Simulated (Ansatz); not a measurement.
Total energies of diborane mono Me (CH8B2) from Ansatz at PBE0-D4/def2-TZVP, gas phase (1 Eh = 27.2114 eV = 2625.5 kJ/mol). The reference geometry is relaxed at r2SCAN-D4/def2-TZVP.

| state | geometry | energy (Eh) |
| --- | --- | --- |
| charge 0 singlet | reference | -92.50794 |
| charge 1 doublet | reference | -92.09293 |
| free B atom (doublet) | – | -24.61828 |
| free C atom (triplet) | – | -37.80537 |
| free H atom (doublet) | – | -0.50104 |

Problem. Work out the vertical ionisation energy to the doublet.

Solution. E(charge 1 doublet) − E(charge 0 singlet) = -92.09293 − (-92.50794) = 0.41501 Eh = 11.29 eV. For comparison, −ε of the highest occupied level is 9.03 eV at this level, 2.26 eV less.

Problem. What is the binding energy per atom against free atoms?

Solution. Atoms: 2 × (-24.61828) + 1 × (-37.80537) + 8 × (-0.50104) = -91.05025 Eh. Binding: -91.05025 − (-92.50794) = 1.45769 Eh = 39.67 eV, or 3.61 eV for each of 11 atoms (no zero-point energy, no counterpoise term).
